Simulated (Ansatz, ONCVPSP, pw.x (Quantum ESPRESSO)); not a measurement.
**pw.x on bcc Fe: one setting changed**

Potential: optimised norm-conserving Vanderbilt (ONCV), ONCVPSP 4.0.1.1 (patched build), PBE; core [Ne], reference 3s2 3p6 3d7 4s1; waves: 3s+4s: rc 1.34 bohr, ncon 4, nbas 7, qcut 11.5 1/bohr, 2 projectors; 3p: rc 1.46 bohr, ncon 4, nbas 8, qcut 8.9 1/bohr, 1 projector; 3d: rc 1.76 bohr, ncon 4, nbas 9, qcut 9.9 1/bohr, 2 projectors, debl 3 Ha; f scattering state at 0.06 Ha: rc 1.40 bohr, ncon 4, nbas 7, qcut 10.4 1/bohr, 1 projector; local part: polynomial inside 1.28 bohr (lpopt 5, dvloc0 0 Ha); core correction: Teter function, fcfact 4, rcfact 1.3.

The reference run (k-mesh 17³, cutoffs 110/440 Ry, Fermi–Dirac 0.01 Ry, mixing_beta 0.4, conv_thr 1e-9, no spin) gives 2.02 GPa at 10.545 Å³/atom, where all-electron LAPW gives 0.48 GPa. This run, with its own iteration cap, changes mixing_beta to 0.1.

```
&control
  calculation='scf', prefix='x', pseudo_dir='./', outdir='./tmp', tstress=.true., disk_io='none'
/
&system
  ibrav=0, nat=1, ntyp=1, ecutwfc=110, ecutrho=440, nbnd=16,
  occupations='smearing', smearing='fd', degauss=0.01
/
&electrons
  conv_thr=1e-09, mixing_beta=0.1, electron_maxstep=70
/
ATOMIC_SPECIES
Fe 1.0 Fe.UPF
CELL_PARAMETERS angstrom
  -1.38142994 1.38142994 1.38142994
  1.38142994 -1.38142994 1.38142994
  1.38142994 1.38142994 -1.38142994
ATOMIC_POSITIONS crystal
Fe 0.0000 0.0000 0.0000
K_POINTS automatic
17 17 17 0 0 0
```

```bash
pw.x < Fe.scf.in > Fe.scf.out
```

**Question.** How does the run end?

**Answer.** It converges in 13 iterations; the free energy moves by +0.0 meV/atom and the pressure by -0.03 GPa. The result is that of the reference run.

```
Message from routine setup:
     using ibrav=0 with symmetry is DISCOURAGED, use correct ibrav instead
     lattice parameter (alat)  =       4.5216  a.u.
     unit-cell volume          =      71.1612 (a.u.)^3
     number of electrons       =        16.00
     number of Kohn-Sham states=           16
     kinetic-energy cutoff     =     110.0000  Ry
     charge density cutoff     =     440.0000  Ry
     scf convergence threshold =      1.0E-09
     Exchange-correlation= PBE
     number of k points=   165  Fermi-Dirac smearing, width (Ry)=  0.0100
     iteration #  1     ecut=   110.00 Ry     beta= 0.10
     total energy              =    -245.93774242 Ry
     estimated scf accuracy    <       0.36233979 Ry
     iteration #  2     ecut=   110.00 Ry     beta= 0.10
     total energy              =    -245.86077231 Ry
     estimated scf accuracy    <       0.18536393 Ry
     iteration #  3     ecut=   110.00 Ry     beta= 0.10
     total energy              =    -245.89572123 Ry
     estimated scf accuracy    <       0.00458604 Ry
     iteration #  4     ecut=   110.00 Ry     beta= 0.10
     total energy              =    -245.89505701 Ry
     estimated scf accuracy    <       0.00341460 Ry
     iteration #  5     ecut=   110.00 Ry     beta= 0.10
     total energy              =    -245.89504507 Ry
     estimated scf accuracy    <       0.00117247 Ry
     iteration #  6     ecut=   110.00 Ry     beta= 0.10
     total energy              =    -245.89518425 Ry
     estimated scf accuracy    <       0.00001819 Ry
     iteration #  7     ecut=   110.00 Ry     beta= 0.10
     total energy              =    -245.89518206 Ry
     estimated scf accuracy    <       0.00004588 Ry
     iteration #  8     ecut=   110.00 Ry     beta= 0.10
     total energy              =    -245.89518593 Ry
     estimated scf accuracy    <       0.00000282 Ry
     iteration #  9     ecut=   110.00 Ry     beta= 0.10
     total energy              =    -245.89518576 Ry
     estimated scf accuracy    <       0.00000080 Ry
     iteration # 10     ecut=   110.00 Ry     beta= 0.10
     total energy              =    -245.89518588 Ry
     estimated scf accuracy    <       0.00000002 Ry
     iteration # 11     ecut=   110.00 Ry     beta= 0.10
     total energy              =    -245.89518586 Ry
     estimated scf accuracy    <       0.00000014 Ry
     iteration # 12     ecut=   110.00 Ry     beta= 0.10
     total energy              =    -245.89518588 Ry
     estimated scf accuracy    <          5.1E-09 Ry
     iteration # 13     ecut=   110.00 Ry     beta= 0.10
     the Fermi energy is    20.6564 ev
!    total energy              =    -245.89518588 Ry
     estimated scf accuracy    <          1.1E-12 Ry
     smearing contrib. (-TS)   =      -0.01357646 Ry
     The total energy is F=E-TS. E is the sum of the following terms:
     one-electron contribution =     -93.49529921 Ry
     hartree contribution      =      57.19337114 Ry
     xc contribution           =     -31.13970629 Ry
     ewald contribution        =    -178.43997507 Ry
     convergence has been achieved in  13 iterations
          total   stress  (Ry/bohr**3)                   (kbar)     P=       19.95
     Message from routine punch:
     Nothing written, as per user request (disk_io='none')
```

The run took about 38 s on one core of a shared host (Neoverse-V2, 96 threads, 742 GiB, load 51).
